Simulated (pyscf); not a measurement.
Structures and frequencies: ωB97X-D3(BJ)/def2-SVP in PySCF.

Task: Estimate the classical barrier height and the reaction energy of H₃Si–O–GaH–Cl + hydrogen (H₂) → Cl–GaH₂ + silanol (HO–SiH₃) at ωB97M-D3(BJ)/def2-TZVP. The step runs on the singlet surface, breaks Ga–O, H–H and forms Ga–H, H–O; take the separated reactants as zero.

Result: ΔE‡ = 1.05 eV, ΔE = +0.58 eV. Zero-point energy shifts the barrier by +0.11 eV. It is a four-centre exchange, with an imaginary mode of 1385i cm⁻¹. On the product side the descent ends in an adduct with a Ga–O contact, 0.80 eV under the separated species and 1.14 eV under the saddle at ωB97X-D3(BJ)/def2-TZVP. What is counted as broken (Ga–O) persists as a longer contact in the product adduct; parting that adduct is a step of its own. At the saddle there is also a short Ga–H contact that neither side keeps. This is the saddle that the search found; another between the same sides may lie lower. Elements up to Kr have no core potential and no relativistic terms here.
